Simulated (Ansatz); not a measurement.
# AlO+ (singlet): wave-function methods side by side, cc-pVDZ

Aim: climb from Hartree-Fock through coupled cluster and multireference methods for AlO+ (singlet) at one geometry and basis, and see what each rung misses.

Computed with Ansatz 0.2.0, Gaussian basis. Level: cc-pVDZ, core rule «outside noble gas», up to 6 orbitals frozen.

The runs, in order: UHF; CCSD(T) on RHF; CCSD(T) on UHF; BCCD(T) on RHF; CISD; CCSDT(Q) on RHF; CCSDT(Q) on UHF; CISDTQ; CCSDTQ on RHF; CCSDTQ on UHF; CASSCF and MRCISD+Q, 8 electrons in 8 orbitals; CASSCF and NEVPT2, 8 electrons in 8 orbitals; Full CI.

9 further runs of the same task are left out: 5 for a known fault of the program, 4 set aside as unsound or not needed.

## (1) What is computed

The geometry is a PBE0/def2-TZVP stationary point (not a proven minimum) of the parent state, kept for this charge and spin.

2 atoms, charge 1, spin multiplicity 1.

Atoms are counted from 1 here; the program's logs count them from 0.

Bond lengths: Al1–O2 1.733 Å.

## (2) UHF

in.yaml

```yaml
crystal:
  periodic: [false, false, false]
  atoms:
    - {symbol: Al, position_ang: [0.000000, 0.000000, 0.000000]}
    - {symbol: O, position_ang: [0.000000, 0.000000, 1.732900]}
basis:
  gaussian: {orbitals: cc-pVDZ}
total_charge: 1
magnetization: {spin_polarized: true, initial_magnetization: 0}
hamiltonian: {xc: hf}
output: {orbitals: {seedname: orbitals}}
```

Run with:

```sh
$ ansatz run in.yaml --threads 1 --pin off --events-out ev --progress --plain --max-ram 4096MiB --backend cpu
```

The runs that follow: CCSD(T) on RHF; CCSD(T) on UHF; BCCD(T) on RHF; CISD; CCSDT(Q) on RHF; CCSDT(Q) on UHF; CISDTQ; CCSDTQ on RHF; CCSDTQ on UHF; CASSCF and MRCISD+Q, 8 electrons in 8 orbitals; CASSCF and NEVPT2, 8 electrons in 8 orbitals; Full CI.

Before running them: what should the planned runs give, taken together? Wanted: FCI below the RHF energy; RMP2 from FCI; RCCSD from FCI; RCCSD(T) from FCI; RCCSDT(Q) from FCI; NEVPT2 valence from FCI; MRCISD+Q valence from FCI; T1 diagnostic; effectively unpaired electrons.

As calculated:

| quantity | value |
| --- | --- |
| FCI below the RHF energy | -7.6182 eV |
| RMP2 from FCI | +20.74 kcal/mol |
| RCCSD from FCI | +10.91 kcal/mol |
| RCCSD(T) from FCI | +1.59 kcal/mol |
| RCCSDT(Q) from FCI | -1.02 kcal/mol |
| NEVPT2 valence from FCI | +14.53 kcal/mol |
| MRCISD+Q valence from FCI | +2.16 kcal/mol |
| levels within 1 kcal/mol (43 meV) | RCCSDTQ |
| T1 diagnostic | 0.070 |
| effectively unpaired electrons | 0.45 |

What this shows: RCCSD(T) misses by +1.59 kcal/mol, 0.9 % of the correlation energy. RCCSDT(Q) falls below full CI, which methods that aren't variational can do. The occupations show some static correlation. Of the multireference levels listed MRCISD+Q valence comes nearest in total energy (+2.16 kcal/mol), which doesn't show that its space is the better one. These misses are within one basis, not against nature.
